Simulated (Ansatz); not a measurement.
Harmonic frequencies (cm⁻¹) at PBE0-D4/def2-TZVP from Ansatz: 198, 258, 329, 565, 650, 667, 766, 902, 953, 1009, 1023, 1081, 1188, 1288, 1392, 1450, 1452, 1654, 1703, 3038, 3097, 3154, 3220, 3259.

Which molecule is it?
A. `CC=C=C=N`
B. `C/C=C\C#N`
C. `C#C/N=C\C`
D. `CC1=NC=C1`

D.
